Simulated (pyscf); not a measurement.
Thermochemistry of product channels of H₂C=CH₂ + HBr on the singlet surface, in kcal/mol, from ωB97M-D3(BJ)/def2-TZVP energies (ideal gas, 1 atm, RRHO with modes under 100 cm⁻¹ raised to 100, one conformer, R ln 2 for rigid chiral ones). Single points on ωB97X-D3(BJ)/def2-SVP structures (PySCF, gas phase).

```tsv
products	ΔE	ΔH(298 K)	ΔG(298 K)	ΔG(600 K)
H₃C–Br + CH₂ [singlet]	?	+89.7	+88.4	?
H₂C=CH–Br + H₂	+17.4	+14.7	+15.5	+16.0
```

**Question.** What belongs in the gaps?

**Answer.** 
- H₃C–Br + CH₂ [singlet], ΔE: +91.3
- H₃C–Br + CH₂ [singlet], ΔG(600 K): +87.1

These are energies of the channels, which say nothing of barriers. CH₂ [singlet] is an excited spin state, 8.9 kcal/mol over the triplet at ωB97X-D3(BJ). A restricted singlet here is unstable towards spin polarisation, as is usual where a triplet lies low; its energy is less safe. Elements up to Kr have no core potential and no relativistic terms here.
